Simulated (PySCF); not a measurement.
# C5H3Cl: the cost of one run

Programs: PySCF 2.14.0, with density-fitted response routines of our own. Each step states its level of theory. These are calculated values for one molecule in the gas phase, unless marked as measured. Atoms count from 0, in the outputs and in this text.

## 1. Starting geometry

9 atoms, charge 0, multiplicity 1; geometry from: GFN2-xTB. The atoms were then displaced at random by about 0.01 Å, so the start is not that level's minimum.

Bonds of the start (Å): C0–C1 1.19, C1–C2 1.36, C2–C3 1.21, C3–C4 1.44, C4–Cl5 1.81, C0–H6 1.07, C4–H7 1.09, C4–H8 1.07.

## 2. Optimising the geometry at PBE0-D3(BJ)/def2-SVP

The job: settings as JSON, then the geometry in Å.

```
{"job": {"xc": "PBE0", "basis": "def2-SVP", "d3": "d3bj", "grid": 1, "shake": 0.01, "kind": "geom"}, "charge": 0, "multiplicity": 1}
C      0.013770     2.741530     1.215090
C      0.021400     1.716190     0.613490
C      0.039290     0.540660    -0.068450
C      0.167620    -0.498010    -0.667200
C      0.138000    -1.750440    -1.386980
Cl    -1.558910    -2.267460    -1.732780
H     -0.021720     3.674490     1.731960
H      0.613680    -2.532140    -0.788100
H      0.644680    -1.641980    -2.319630
```

On the command line:

```
$ OMP_NUM_THREADS=1 python probes_run.py task.json out
```

The driver reads the jobs from task.json and runs them one after another.

Q: Estimate the wall time and peak memory of this first job on 1 thread of Arm Neoverse V1, shared host.

About 20 s, with a peak of 0.42 GiB.
